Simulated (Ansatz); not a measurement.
Molecule (SMILES): C=O (CH2-O).
Atoms: O1, C2, H3, H4. Bonds: O1-C2, C2-H3, C2-H4.

Basis-set convergence of the lowest harmonic wavenumber at B3LYP with Ansatz (a quantum-chemistry and plane-wave program). Each level at its own minimum, finite differences of forces, unscaled; the reference is a large set that could be run, not a limit. Cartesian d functions, on some or all atoms, in 6-31G*; all else is spherical. The program fits the integrals of some runs and decomposes those of others, by size. No added dispersion term, no relativity. Reference: the value in aug-pcseg-2, 1199 cm⁻¹, itself unsure by roughly 1 cm⁻¹ (its mean distance from aug-cc-pVTZ, def2-TZVPPD). Deviations are taken from unrounded values.

```
basis        functions  lowest harmonic wavenumber (cm⁻¹)  minus reference (cm⁻¹)
-----------  ---------  ---------------------------------  ----------------------
STO-3G              12                               1132                     -67
6-31G               22                               1203                       4
pcseg-0             22                               1192                      -7
6-31G*              34                               1198                      -1
6-311+G**           56                               1198                      -1
def2-TZVP           74                               1203                       3
def2-TZVPD          95                               1198                      -1
aug-cc-pVTZ        138                               1198                      -1
aug-pcseg-2        138                               1199                       0
```
